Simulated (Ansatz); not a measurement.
# C3H10O: the cost of one run

Computed with Ansatz 0.2.0 (the levels named in each step, unless a step's input says otherwise).

**1. Starting point**

Bond lengths: C1–C2 1.524 Å, C2–C3 1.525 Å, C1–H5 1.088 Å, C1–H6 1.087 Å, C1–H7 1.089 Å, C2–H8 1.092 Å, C2–H9 1.092 Å, C3–H10 1.088 Å, C3–H11 1.088 Å, C3–H12 1.089 Å, O4–H13 0.959 Å, O4–H14 0.961 Å. Angles (14 of 19 angles, heavy atoms first): C1–C2–C3 112.1°, C1–C2–H8 109.3°, C1–C2–H9 109.3°, C3–C2–H8 109.2°, C3–C2–H9 109.3°, C2–C1–H5 110.6°, C2–C1–H6 110.6°, C2–C1–H7 110.6°, C2–C3–H10 110.5°, C2–C3–H11 110.8°, C2–C3–H12 110.5°, H8–C2–H9 107.6°, H5–C1–H6 108.2°, H5–C1–H7 108.9°.

Structure file:

```xyz
14

C    -1.3269    0.4330   -0.5578
C    -0.2020    0.3494   -1.5832
C     1.1552    0.1201   -0.9276
O     0.3126   -0.7964    2.4785
H    -1.3853   -0.4859    0.0221
H    -2.2838    0.5832   -1.0521
H    -1.1638    1.2683    0.1216
H    -0.4079   -0.4667   -2.2784
H    -0.1709    1.2756   -2.1616
H     1.9410    0.0880   -1.6787
H     1.1679   -0.8237   -0.3858
H     1.3850    0.9275   -0.2339
H     0.1144   -0.1989    3.2019
H     0.2939   -0.2794    1.6687
```

**2. A rough first relaxation, PBE-D4/def2-SVP**

This run stands in another session on the same molecule. It ended at:

```xyz
14

C    -1.2338    0.7603   -0.4370
C    -0.2471    0.1773   -1.4517
C     1.2052    0.2746   -0.9775
O     0.4711   -1.0432    2.1993
H    -1.1003    0.2625    0.5459
H    -2.2903    0.6320   -0.7489
H    -1.0589    1.8456   -0.2785
H    -0.5025   -0.8893   -1.6396
H    -0.3695    0.6899   -2.4314
H     1.9086   -0.1897   -1.6982
H     1.3221   -0.2341    0.0026
H     1.5142    1.3336   -0.8461
H    -0.3612   -1.4695    1.9236
H     0.1719   -0.1560    2.4710
```

**3. Relaxation, HF/STO-3G**

Contents of input.yaml:

```yaml
crystal:
  periodic: [false, false, false]
  atoms:
    - { symbol: C, position_ang: [-1.23379388, 0.76027018, -0.43704751] }
    - { symbol: C, position_ang: [-0.24710366, 0.17728098, -1.45172055] }
    - { symbol: C, position_ang: [1.20515912, 0.27456334, -0.9774709] }
    - { symbol: O, position_ang: [0.4710574, -1.04317474, 2.1992859] }
    - { symbol: H, position_ang: [-1.10028519, 0.26253221, 0.54593813] }
    - { symbol: H, position_ang: [-2.29028895, 0.63203333, -0.74887558] }
    - { symbol: H, position_ang: [-1.058911, 1.84559433, -0.27853324] }
    - { symbol: H, position_ang: [-0.50252601, -0.88929115, -1.63959782] }
    - { symbol: H, position_ang: [-0.36947219, 0.68992021, -2.43138276] }
    - { symbol: H, position_ang: [1.90862264, -0.18965549, -1.69817206] }
    - { symbol: H, position_ang: [1.3221303, -0.23406115, 0.00256493] }
    - { symbol: H, position_ang: [1.51424747, 1.33364137, -0.8460525] }
    - { symbol: H, position_ang: [-0.36121474, -1.46954369, 1.92355906] }
    - { symbol: H, position_ang: [0.17185868, -0.15598974, 2.4710349] }
basis:
  gaussian: { orbitals: STO-3G }
hamiltonian:
  xc: hf
relax:
  f_tol: 0.004
  max_steps: 150
```

On the command line:

```
> ansatz run input.yaml --threads 4 --pin off --max-ram 10240MiB --backend cpu --events-out ev --progress --plain --runs-dir out
```

What time and memory should one allow on 4 threads of Arm Neoverse V2, shared host?

About 3.7 s, with a peak of 0.086 GiB.
